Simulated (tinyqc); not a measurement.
Worked calculation: extended Hueckel theory, for LiH. Computed by tinyqc, a small Python program that keeps every step (integrals from PySCF). Settings: charge = 0, K = 2.0, weighted = 1, multiplicity = 1. Command: `OMP_NUM_THREADS=1 python tinyqc.py 27387 27388 out.jsonl` (the two numbers bound the seeds that draw the settings). One thread of a shared host (Intel(R) Xeon(R) Processor @ 2.60GHz), about 0.01 s of CPU time with the checks.

## Overlaps

Geometry (angstrom):
```
atom         x         y         z
Li    0.000000  0.000000  0.000000
H     0.000000  0.000000  1.484000
```

Parameters chosen for this run:
```
element  shell  Slater exponent   H_ii (eV)
Li          2s         0.650000   -5.400000
Li          2p         0.650000   -3.500000
H           1s         1.300000  -13.600000
```

Slater orbitals, each expanded in six Gaussians scaled to its exponent.

overlap S, lower triangle:
```
           1Li 2s   1Li 2px   1Li 2py   1Li 2pz     2H 1s
1Li 2s   1.000000
1Li 2px  0.000000  1.000000
1Li 2py  0.000000  0.000000  1.000000
1Li 2pz  0.000000  0.000000  0.000000  1.000000
2H 1s    0.378670  0.000000  0.000000  0.490609  1.000000
```

## Wolfsberg-Helmholz matrix

diagonal H_ii (eV): 1Li 2s -5.400000, 1Li 2px -3.500000, 1Li 2py -3.500000, 1Li 2pz -3.500000, 2H 1s -13.600000

K = 2.000000

H_ij = K' S_ij (H_ii + H_jj)/2 for i != j (the diagonal keeps H_ii), with K' = K + D^2 + D^4 (1 - K), D = (H_ii - H_jj)/(H_ii + H_jj), K = 2.

H (eV), lower triangle:
```
            1Li 2s    1Li 2px    1Li 2py    1Li 2pz       2H 1s
1Li 2s   -5.400000
1Li 2px   0.000000  -3.500000
1Li 2py   0.000000   0.000000  -3.500000
1Li 2pz   0.000000   0.000000   0.000000  -3.500000
2H 1s    -7.739966   0.000000   0.000000  -9.342276  -13.600000
```

## Orbitals

valence electrons = 2

Solve H C = S C e through S^(-1/2); fill by pairs from the bottom, a degenerate level sharing its electrons equally; each orbital has its largest coefficient positive (the first on a tie).

orbital energies (eV): -14.572477  -4.694482  -3.500000  -3.500000  10.061469

occupations: 2.000000  0.000000  0.000000  0.000000  0.000000

coefficients:
```
              MO1        MO2        MO3       MO4        MO5
1Li 2s   0.199400   0.818791   0.000000  0.000000   0.722933
1Li 2px  0.000000   0.000000   0.919901  0.392150   0.000000
1Li 2py  0.000000   0.000000  -0.392150  0.919901   0.000000
1Li 2pz  0.163033  -0.570960   0.000000  0.000000   1.018933
2H 1s    0.823199  -0.096887   0.000000  0.000000  -0.967763
```

sum of one-electron energies = -29.144953 eV

Within a degenerate level the vectors are fixed only up to a rotation; this is one choice.

## Mulliken analysis

P = C n C^T; charge = valence electrons (Li 1, H 1) minus the sum of (P S)_ii on the atom; overlap population = 2 sum P_ij S_ij between two atoms.

charges: 1Li 0.611317, 2H -0.611317

Overlap populations:
```
pair     value
2-1   0.512005
```
